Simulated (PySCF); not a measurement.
Homolysis of single bonds, series B SiH3-H. All species are isolated molecules in the gas phase. Strings in code marks are SMILES.

Level of theory: M06-2X/def2-TZVP (PySCF). 

```tsv
species	highest occupied spin orbital (eV)	dipole moment (D)
radical fragment (`[SiH3]`)	-7.19	0.17
radical fragment (`[SiH3][B][SiH3]`)	-6.41	(withheld)
whole molecule (`[SiH3]B[SiH3]`)	–	0.42
radical fragment (`[BH][SiH3]`)	(withheld)	0.45
whole molecule (`[SiH3]B`)	–	0.37
radical fragment (`[BH2]`)	-7.04	0.46
```

Task: Complete the blanks.

Result: 
- radical fragment (`[SiH3][B][SiH3]`), dipole moment (D): 0.21
- radical fragment (`[BH][SiH3]`), highest occupied spin orbital (eV): -6.72
